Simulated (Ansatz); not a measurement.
Two shapes of singlet HF₂(-).

Shape 1:

```xyz
3

F     0.0259    0.0405   -1.1300
H    -0.0131    0.0189    0.0444
F    -0.0387   -0.0116    1.1733
```

Shape 2:

```xyz
3

F     0.0000    0.0000   -1.0523
H     0.0000    0.0000    0.0000
F     0.0000    0.0000    1.0523
```

Basis set: def2-TZVP (spherical functions). Left uncorrelated: 2 orbitals. Charge -1, multiplicity 1.

Computed with Ansatz (development build ahead of 0.2.0); each method stands on the lowest determinant of its kind that the runs found.

Q: Which shape is lower in energy, and by how much in each method?

A:

```csv
method,E(2) − E(1) (eV)
RHF,0.169
RHF-MP2,0.287
```

Shape 1 is lower. Caution: no diffuse functions for an anion.
